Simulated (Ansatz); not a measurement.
**AlPH2 (triplet): RPA-PBE over vertical spin and charge gaps, 6-31G**

How well do these functionals follow the top wave-function level for AlPH2 (triplet) over vertical spin and charge gaps?

Method: 6-31G, all electrons in the functionals, frozen cores in the correlation of double hybrids and RPA; program: Ansatz 0.2.0, Gaussian basis.

Plan: RPA-PBE, at charge 0, triplet; charge 0, singlet; charge 0, quintet; charge 1, doublet; charge 1, quartet.

6 further runs of the same task are left out: 6 set aside as unsound or not needed.

### Step 1. The geometry

The geometry is a PBE0/def2-TZVP stationary point (not a proven minimum).

4 atoms, charge 0, spin multiplicity 3.

Atoms are counted from 1 here; the program's logs count them from 0.

Bond lengths: Al1–P2 2.334 Å, Al1–H3 1.588 Å, Al1–H4 1.588 Å. Angles: P2–Al1–H3 119.7°, P2–Al1–H4 119.7°, H3–Al1–H4 120.5°.

No dispersion term is added.

The geometry shown and the zero of energy belong to the point charge 0, triplet. The yardstick, FCI, and other wave-function levels (R restricted, U unrestricted, valence and pair active spaces) come from earlier runs.

### Step 2. RPA-PBE, charge 0, triplet

Input file in.yaml:

```yaml
crystal:
  periodic: [false, false, false]
  atoms:
    - {symbol: Al, position_ang: [0.000000, 0.000000, 1.179176]}
    - {symbol: P, position_ang: [0.000000, 0.000000, -1.155185]}
    - {symbol: H, position_ang: [0.000000, 1.378539, 1.966597]}
    - {symbol: H, position_ang: [0.000000, -1.378539, 1.966597]}
basis:
  gaussian: {orbitals: 6-31G}
magnetization: {spin_polarized: true, initial_magnetization: 2}
hamiltonian: {xc: {name: PBE}}
correlation: {method: rpa, electrons: outside_noble_gas}
```

Launch:

```sh
$ ansatz run in.yaml --threads 1 --pin off --events-out ev --progress --plain --max-ram 3968MiB --backend cpu
```

Further steps of the session: RPA-PBE, charge 0, singlet; RPA-PBE, charge 0, quintet; RPA-PBE, charge 1, doublet; RPA-PBE, charge 1, quartet.

**Question.** What will the summary of the whole plan be? Wanted: triplet to singlet, FCI; triplet to quintet, FCI; ionisation to the doublet cation, FCI; ionisation to the quartet cation, FCI; largest miss, RPA-PBE.

The runs gave:

| quantity | value |
| --- | --- |
| triplet to singlet, FCI | 19.9 kcal/mol |
| triplet to quintet, FCI | 81.6 kcal/mol |
| ionisation to the doublet cation, FCI | 206.0 kcal/mol |
| ionisation to the quartet cation, FCI | 194.8 kcal/mol |
| largest miss, RPA-PBE | -3.9 kcal/mol (ionisation to the doublet cation) |

**Reading.** RPA-PBE strays by up to 3.9 kcal/mol, at ionisation to the doublet cation. RPA-PBE clearly breaks the spin symmetry at some points (⟨S²⟩ up to 0.93 above the pure value), so energy there is bought with a mixed spin. Functionals and the yardstick converge differently with the basis, so part of each miss in 6-31G is the basis.
